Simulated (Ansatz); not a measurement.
Molecular dynamics of C$_{2}$H$_{8}$Mg

input.yaml

```yaml
crystal:
  periodic: [false, false, false]
  atoms:
    - { symbol: Mg, position_ang: [0.436336, -0.164682, -0.179859] }
    - { symbol: H, position_ang: [0.388922, -0.365454, -2.070479] }
    - { symbol: C, position_ang: [1.693949, -0.367846, 1.476799] }
    - { symbol: H, position_ang: [-0.507955, -0.032553, -1.672959] }
    - { symbol: C, position_ang: [-1.663296, 0.43571, -0.782515] }
    - { symbol: H, position_ang: [2.426876, -1.182304, 1.345623] }
    - { symbol: H, position_ang: [2.269181, 0.557122, 1.661195] }
    - { symbol: H, position_ang: [1.122649, -0.581492, 2.396863] }
    - { symbol: H, position_ang: [-1.696086, 1.42166, -0.277614] }
    - { symbol: H, position_ang: [-2.224557, 0.561936, -1.72424] }
    - { symbol: H, position_ang: [-2.246117, -0.282093, -0.172714] }
basis:
  gaussian: { orbitals: def2-SVP }
hamiltonian:
  xc: b3lyp
md:
  timestep: 0.5
  n_steps: 200
  ensemble: nve
  temperature: 300.0
  initial_velocities: maxwell_boltzmann
  seed: 2240
```

Run as:

```bash
$ ansatz run input.yaml --threads 2 --pin off --max-ram 3072MiB --backend cpu --events-out ev --progress --plain --runs-dir out
```

It starts at the highest image of a converged band, a first-order saddle point between two minima.

Output, in part (one step line in 3, the closing report, with atoms numbered from 0):

```
md step     0: t =     0.00 fs  T =   300.0 K  F+E_penalty+E_count = -7644.02870576 eV  E_kin = 0.349002 eV  conserved = -7643.67970377 eV  (23 SCF iters)
md step     3: t =     1.50 fs  T =   199.4 K  F+E_penalty+E_count = -7643.90949623 eV  E_kin = 0.231946 eV  conserved = -7643.67755061 eV  (26 SCF iters)
md step     6: t =     3.00 fs  T =   126.6 K  F+E_penalty+E_count = -7643.82360206 eV  E_kin = 0.147288 eV  conserved = -7643.67631410 eV  (26 SCF iters)
md step     9: t =     4.50 fs  T =   196.0 K  F+E_penalty+E_count = -7643.90671141 eV  E_kin = 0.228068 eV  conserved = -7643.67864332 eV  (26 SCF iters)
md step    12: t =     6.00 fs  T =   201.0 K  F+E_penalty+E_count = -7643.91140426 eV  E_kin = 0.233835 eV  conserved = -7643.67756947 eV  (26 SCF iters)
md step    15: t =     7.50 fs  T =   219.3 K  F+E_penalty+E_count = -7643.93116324 eV  E_kin = 0.255126 eV  conserved = -7643.67603768 eV  (26 SCF iters)
md step    18: t =     9.00 fs  T =   412.8 K  F+E_penalty+E_count = -7644.15713199 eV  E_kin = 0.480279 eV  conserved = -7643.67685291 eV  (25 SCF iters)
md step    21: t =    10.50 fs  T =   677.6 K  F+E_penalty+E_count = -7644.47008261 eV  E_kin = 0.788244 eV  conserved = -7643.68183820 eV  (26 SCF iters)
md step    24: t =    12.00 fs  T =   592.5 K  F+E_penalty+E_count = -7644.36970010 eV  E_kin = 0.689253 eV  conserved = -7643.68044760 eV  (26 SCF iters)
md step    27: t =    13.50 fs  T =   501.9 K  F+E_penalty+E_count = -7644.25780295 eV  E_kin = 0.583898 eV  conserved = -7643.67390459 eV  (26 SCF iters)
md step    30: t =    15.00 fs  T =   872.5 K  F+E_penalty+E_count = -7644.69851515 eV  E_kin = 1.014979 eV  conserved = -7643.68353590 eV  (25 SCF iters)
md step    33: t =    16.50 fs  T =   887.1 K  F+E_penalty+E_count = -7644.71230699 eV  E_kin = 1.031954 eV  conserved = -7643.68035272 eV  (25 SCF iters)
md step    36: t =    18.00 fs  T =   670.5 K  F+E_penalty+E_count = -7644.45652627 eV  E_kin = 0.779973 eV  conserved = -7643.67655336 eV  (23 SCF iters)
md step    39: t =    19.50 fs  T =   647.0 K  F+E_penalty+E_count = -7644.42818904 eV  E_kin = 0.752631 eV  conserved = -7643.67555756 eV  (25 SCF iters)
md step    42: t =    21.00 fs  T =   923.4 K  F+E_penalty+E_count = -7644.75279001 eV  E_kin = 1.074202 eV  conserved = -7643.67858818 eV  (26 SCF iters)
md step    45: t =    22.50 fs  T =  1160.8 K  F+E_penalty+E_count = -7645.03346681 eV  E_kin = 1.350380 eV  conserved = -7643.68308642 eV  (25 SCF iters)
md step    48: t =    24.00 fs  T =   989.0 K  F+E_penalty+E_count = -7644.82834372 eV  E_kin = 1.150551 eV  conserved = -7643.67779281 eV  (25 SCF iters)
md step    51: t =    25.50 fs  T =   971.0 K  F+E_penalty+E_count = -7644.80656042 eV  E_kin = 1.129575 eV  conserved = -7643.67698585 eV  (25 SCF iters)
md step    54: t =    27.00 fs  T =  1159.6 K  F+E_penalty+E_count = -7645.03219697 eV  E_kin = 1.348963 eV  conserved = -7643.68323426 eV  (26 SCF iters)
md step    57: t =    28.50 fs  T =   958.4 K  F+E_penalty+E_count = -7644.79361951 eV  E_kin = 1.114905 eV  conserved = -7643.67871426 eV  (26 SCF iters)
md step    60: t =    30.00 fs  T =   723.5 K  F+E_penalty+E_count = -7644.51733121 eV  E_kin = 0.841659 eV  conserved = -7643.67567210 eV  (26 SCF iters)
md step    63: t =    31.50 fs  T =   799.1 K  F+E_penalty+E_count = -7644.60608416 eV  E_kin = 0.929642 eV  conserved = -7643.67644262 eV  (25 SCF iters)
md step    66: t =    33.00 fs  T =  1089.6 K  F+E_penalty+E_count = -7644.94850423 eV  E_kin = 1.267525 eV  conserved = -7643.68097968 eV  (25 SCF iters)
md step    69: t =    34.50 fs  T =  1121.4 K  F+E_penalty+E_count = -7644.98762961 eV  E_kin = 1.304595 eV  conserved = -7643.68303504 eV  (25 SCF iters)
md step    72: t =    36.00 fs  T =   880.8 K  F+E_penalty+E_count = -7644.69841701 eV  E_kin = 1.024637 eV  conserved = -7643.67378020 eV  (25 SCF iters)
md step    75: t =    37.50 fs  T =  1068.0 K  F+E_penalty+E_count = -7644.92453908 eV  E_kin = 1.242476 eV  conserved = -7643.68206274 eV  (25 SCF iters)
md step    78: t =    39.00 fs  T =  1088.6 K  F+E_penalty+E_count = -7644.94732143 eV  E_kin = 1.266441 eV  conserved = -7643.68088080 eV  (25 SCF iters)
md step    81: t =    40.50 fs  T =   856.0 K  F+E_penalty+E_count = -7644.67285488 eV  E_kin = 0.995794 eV  conserved = -7643.67706127 eV  (26 SCF iters)
md step    84: t =    42.00 fs  T =   775.8 K  F+E_penalty+E_count = -7644.57819885 eV  E_kin = 0.902467 eV  conserved = -7643.67573198 eV  (26 SCF iters)
md step    87: t =    43.50 fs  T =   994.9 K  F+E_penalty+E_count = -7644.83569483 eV  E_kin = 1.157404 eV  conserved = -7643.67829105 eV  (25 SCF iters)
md step    90: t =    45.00 fs  T =  1225.0 K  F+E_penalty+E_count = -7645.10802065 eV  E_kin = 1.425139 eV  conserved = -7643.68288155 eV  (26 SCF iters)
md step    93: t =    46.50 fs  T =  1080.6 K  F+E_penalty+E_count = -7644.93539182 eV  E_kin = 1.257076 eV  conserved = -7643.67831532 eV  (23 SCF iters)
md step    96: t =    48.00 fs  T =  1064.2 K  F+E_penalty+E_count = -7644.91537114 eV  E_kin = 1.237977 eV  conserved = -7643.67739439 eV  (26 SCF iters)
md step    99: t =    49.50 fs  T =  1277.6 K  F+E_penalty+E_count = -7645.16853502 eV  E_kin = 1.486280 eV  conserved = -7643.68225498 eV  (26 SCF iters)
md step   102: t =    51.00 fs  T =  1201.0 K  F+E_penalty+E_count = -7645.07671536 eV  E_kin = 1.397207 eV  conserved = -7643.67950819 eV  (26 SCF iters)
md step   105: t =    52.50 fs  T =  1038.4 K  F+E_penalty+E_count = -7644.88433367 eV  E_kin = 1.207984 eV  conserved = -7643.67634977 eV  (26 SCF iters)
md step   108: t =    54.00 fs  T =  1114.6 K  F+E_penalty+E_count = -7644.97325638 eV  E_kin = 1.296703 eV  conserved = -7643.67655386 eV  (26 SCF iters)
md step   111: t =    55.50 fs  T =  1392.0 K  F+E_penalty+E_count = -7645.30038734 eV  E_kin = 1.619370 eV  conserved = -7643.68101724 eV  (23 SCF iters)
md step   114: t =    57.00 fs  T =  1422.6 K  F+E_penalty+E_count = -7645.33698323 eV  E_kin = 1.654944 eV  conserved = -7643.68203940 eV  (25 SCF iters)
md step   117: t =    58.50 fs  T =  1266.1 K  F+E_penalty+E_count = -7645.14810148 eV  E_kin = 1.472901 eV  conserved = -7643.67520039 eV  (25 SCF iters)
md step   120: t =    60.00 fs  T =  1442.8 K  F+E_penalty+E_count = -7645.35953098 eV  E_kin = 1.678493 eV  conserved = -7643.68103767 eV  (26 SCF iters)
md step   123: t =    61.50 fs  T =  1490.6 K  F+E_penalty+E_count = -7645.41515674 eV  E_kin = 1.734068 eV  conserved = -7643.68108912 eV  (25 SCF iters)
md step   126: t =    63.00 fs  T =  1293.5 K  F+E_penalty+E_count = -7645.18291418 eV  E_kin = 1.504759 eV  conserved = -7643.67815502 eV  (26 SCF iters)
md step   129: t =    64.50 fs  T =  1142.0 K  F+E_penalty+E_count = -7645.00454430 eV  E_kin = 1.328523 eV  conserved = -7643.67602091 eV  (26 SCF iters)
md step   132: t =    66.00 fs  T =  1254.3 K  F+E_penalty+E_count = -7645.13752939 eV  E_kin = 1.459226 eV  conserved = -7643.67830316 eV  (25 SCF iters)
md step   135: t =    67.50 fs  T =  1374.4 K  F+E_penalty+E_count = -7645.28216364 eV  E_kin = 1.598950 eV  conserved = -7643.68321382 eV  (25 SCF iters)
md step   138: t =    69.00 fs  T =  1132.8 K  F+E_penalty+E_count = -7644.99556650 eV  E_kin = 1.317815 eV  conserved = -7643.67775151 eV  (25 SCF iters)
md step   141: t =    70.50 fs  T =  1051.8 K  F+E_penalty+E_count = -7644.90099596 eV  E_kin = 1.223621 eV  conserved = -7643.67737497 eV  (25 SCF iters)
md step   144: t =    72.00 fs  T =  1233.2 K  F+E_penalty+E_count = -7645.11645687 eV  E_kin = 1.434633 eV  conserved = -7643.68182365 eV  (25 SCF iters)
md step   147: t =    73.50 fs  T =  1174.7 K  F+E_penalty+E_count = -7645.04700603 eV  E_kin = 1.366589 eV  conserved = -7643.68041718 eV  (25 SCF iters)
md step   150: t =    75.00 fs  T =   951.5 K  F+E_penalty+E_count = -7644.78311432 eV  E_kin = 1.106899 eV  conserved = -7643.67621531 eV  (25 SCF iters)
md step   153: t =    76.50 fs  T =   973.9 K  F+E_penalty+E_count = -7644.80951213 eV  E_kin = 1.133028 eV  conserved = -7643.67648431 eV  (25 SCF iters)
md step   156: t =    78.00 fs  T =  1203.0 K  F+E_penalty+E_count = -7645.08108314 eV  E_kin = 1.399465 eV  conserved = -7643.68161775 eV  (25 SCF iters)
md step   159: t =    79.50 fs  T =  1151.9 K  F+E_penalty+E_count = -7645.02119919 eV  E_kin = 1.340018 eV  conserved = -7643.68118153 eV  (25 SCF iters)
md step   162: t =    81.00 fs  T =   952.3 K  F+E_penalty+E_count = -7644.78368897 eV  E_kin = 1.107903 eV  conserved = -7643.67578609 eV  (25 SCF iters)
md step   165: t =    82.50 fs  T =  1100.4 K  F+E_penalty+E_count = -7644.96002028 eV  E_kin = 1.280166 eV  conserved = -7643.67985403 eV  (25 SCF iters)
md step   168: t =    84.00 fs  T =  1210.8 K  F+E_penalty+E_count = -7645.09075777 eV  E_kin = 1.408602 eV  conserved = -7643.68215548 eV  (24 SCF iters)
md step   171: t =    85.50 fs  T =  1015.7 K  F+E_penalty+E_count = -7644.85950171 eV  E_kin = 1.181652 eV  conserved = -7643.67784924 eV  (25 SCF iters)
md step   174: t =    87.00 fs  T =   898.1 K  F+E_penalty+E_count = -7644.72058834 eV  E_kin = 1.044810 eV  conserved = -7643.67577877 eV  (26 SCF iters)
md step   177: t =    88.50 fs  T =  1079.9 K  F+E_penalty+E_count = -7644.93519418 eV  E_kin = 1.256307 eV  conserved = -7643.67888682 eV  (26 SCF iters)
md step   180: t =    90.00 fs  T =  1223.0 K  F+E_penalty+E_count = -7645.10616470 eV  E_kin = 1.422738 eV  conserved = -7643.68342663 eV  (26 SCF iters)
md step   183: t =    91.50 fs  T =   986.5 K  F+E_penalty+E_count = -7644.82526989 eV  E_kin = 1.147682 eV  conserved = -7643.67758773 eV  (27 SCF iters)
md step   186: t =    93.00 fs  T =   942.8 K  F+E_penalty+E_count = -7644.77304984 eV  E_kin = 1.096813 eV  conserved = -7643.67623648 eV  (27 SCF iters)
md step   189: t =    94.50 fs  T =  1213.8 K  F+E_penalty+E_count = -7645.09493114 eV  E_kin = 1.412020 eV  conserved = -7643.68291086 eV  (26 SCF iters)
md step   192: t =    96.00 fs  T =  1162.2 K  F+E_penalty+E_count = -7645.03206227 eV  E_kin = 1.352017 eV  conserved = -7643.68004504 eV  (26 SCF iters)
md step   195: t =    97.50 fs  T =   957.0 K  F+E_penalty+E_count = -7644.78930981 eV  E_kin = 1.113339 eV  conserved = -7643.67597128 eV  (26 SCF iters)
md step   198: t =    99.00 fs  T =  1024.1 K  F+E_penalty+E_count = -7644.86825809 eV  E_kin = 1.191414 eV  conserved = -7643.67684381 eV  (26 SCF iters)
md step   200: t =   100.00 fs  T =  1196.0 K  F+E_penalty+E_count = -7645.07144853 eV  E_kin = 1.391380 eV  conserved = -7643.68006842 eV  (24 SCF iters)
Total energy: -7645.07174211 eV, -280.9512045069 hartree
Atom 0 at     1.572423    -0.622531    -0.302495 Å, force    -0.852389     0.254236     0.314988 eV/Å
Atom 1 at     0.632983    -0.757581    -1.712164 Å, force     0.320096    -0.128720    -0.326539 eV/Å
Atom 2 at     1.398433    -0.178968     1.757204 Å, force     1.284586     0.830361    -0.282808 eV/Å
Atom 3 at    -4.111418     1.385321    -1.055898 Å, force     0.552185    -0.413471     0.777871 eV/Å
Atom 4 at    -3.088608     0.947037    -0.925082 Å, force     1.775841    -0.225020    -1.745364 eV/Å
Atom 5 at     2.044383    -0.849300     2.334965 Å, force    -0.087026    -0.233378     0.402054 eV/Å
Atom 6 at     1.758227     0.851103     2.010289 Å, force    -0.019276    -0.348519    -0.221424 eV/Å
Atom 7 at     0.379099    -0.199010     2.125935 Å, force    -0.641826    -0.377245     0.112152 eV/Å
Atom 8 at    -2.391453     1.632940    -1.601346 Å, force    -1.113778    -1.323364     1.415755 eV/Å
Atom 9 at    -2.616406     0.831213     0.110273 Å, force    -1.026450     0.522874    -1.062514 eV/Å
Atom 10 at    -3.051123    -0.101586    -1.411804 Å, force    -0.191963     1.442246     0.615829 eV/Å
Dipole moment:     0.505113    -0.096663    -0.025861 e Å
```

All steps were run. The conserved energy stayed within 0.6 meV per atom of its start (net change -0.033 meV per atom), so the integration is sound. The kinetic energy rose, since the run started high on the potential surface and went downhill. It ends in pieces (CH4 + CH4Mg), so much of that is their flight and rotation, not heat. A run of 0.1 ps of so small a system gives no equilibrium averages. The orbitals stay closed-shell, which can raise the energy where a bond breaks towards radicals; this wasn't checked here.

Between its relaxed ends the band would form Mg1–C5, H2–H4 and break Mg1–H2, H4–C5. These pairs go: Mg1–C5 2.27 → 4.96 Å, H2–H4 1.04 → 5.25 Å, Mg1–H2 1.90 → 1.70 Å, H4–C5 1.53 → 1.12 Å. In the last frame they stand as before the step (other bonds may differ from the relaxed reactants and products). Also parted: Mg1–H4 1.77 → 6.07 Å. It ends as CH4 + CH4Mg. Pairs count as bonded within 1.25 times the sum of covalent radii (0.12 Å more for H–H).

Last frame:

```xyz
11
Properties=species:S:1:pos:R:3
Mg 1.572 -0.623 -0.302
H 0.633 -0.758 -1.712
C 1.398 -0.179 1.757
H -4.111 1.385 -1.056
C -3.089 0.947 -0.925
H 2.044 -0.849 2.335
H 1.758 0.851 2.010
H 0.379 -0.199 2.126
H -2.392 1.633 -1.601
H -2.616 0.831 0.110
H -3.051 -0.102 -1.412
```

Time of the run: 2.7 min on 2 threads of Intel(R) Xeon(R) 6975P-C (Granite Rapids), on a shared host, peak memory 0.17 GiB.
